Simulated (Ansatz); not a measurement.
Relaxation of BCl2H2 (5 atoms, charge 0, multiplicity 2), to a largest force component of 0.03 eV/Å in at most 50 steps.

These are results of Ansatz, UKS B3LYP/6-31G*, not measurements.

```xyz
5
Properties=species:S:1:pos:R:3
B 0.000 -0.001 -0.381
Cl 0.000 0.000 2.665
H 1.098 0.000 -0.824
H -1.098 0.000 -0.824
Cl 0.000 0.000 4.735
```

Question: Where does it end, and by what steps?

Answer: It converged. The force dipped under the threshold on the way, but the program's further checks kept it going. After 27 steps the energy has fallen by 3.124 eV; Cl2 moved furthest, 1.47 Å. Parted: Cl2–Cl5 (2.07 → 2.88 Å). Joined: B1–Cl2 (3.05 → 1.76 Å).

```csv
step,energy less start (eV),largest force component (eV/Å),accepted
0,0.0000,1.284,yes
1,-0.2464,1.835,yes
2,-0.7236,3.493,yes
3,-1.7357,4.499,yes
4,-2.6830,2.052,yes
5,-2.8780,1.280,yes
6,-2.9411,0.157,yes
7,-2.9494,0.100,yes
8,-2.9534,0.037,yes
9,-2.9539,0.032,yes
10,-2.9545,0.005,yes
11,-2.9542,0.095,no
12,-2.9547,0.020,yes
13,-2.9549,0.020,yes
14,-2.9554,0.019,yes
15,-2.9557,0.015,yes
16,-2.9559,0.017,yes
17,-2.9563,0.019,yes
18,-2.9617,0.080,yes
19,-2.9725,0.035,yes
20,-2.9817,0.099,yes
21,-2.9952,0.150,yes
22,-3.0225,0.302,yes
23,-3.0448,0.648,yes
24,-3.0727,0.507,yes
25,-3.1128,0.117,yes
26,-3.1205,0.183,yes
27,-3.1244,0.015,yes
```

```xyz
5
Properties=species:S:1:pos:R:3
B -0.086 -0.001 0.234
Cl -1.090 -0.011 1.676
H 1.092 0.009 0.373
H -0.655 -0.003 -0.808
Cl 0.739 0.006 3.895
```

Whether the end is a true minimum wasn't checked by a vibrational analysis.

Run time: 2.6 min on 1 thread of Arm Neoverse V1, on a shared host, peak memory 0.15 GiB.
